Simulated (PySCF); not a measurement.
B3LYP has the VWN-RPA correlation part, as in Gaussian. 

Cartesian coordinates (Å):
```xyz
5

C     -0.0129     0.0422    -0.0015
O      1.2457    -0.4187    -0.2398
H     -0.7327    -0.4726    -0.6865
H     -0.3439    -0.2968     1.0125
H     -0.1507     1.1447    -0.0834
```
Charge 0, spin multiplicity 2.

Task: What total energy, highest occupied spin orbital and dipole moment does B3LYP-D3(BJ)/def2-TZVP // TPSS-D3(BJ)/def2-SVP (PySCF 2.14.0) give?

Result: 
```yaml
total_energy: -115.1056 Ha
highest_occupied_spin_orbital: -7.50 eV
dipole_moment: 2.08 D
```
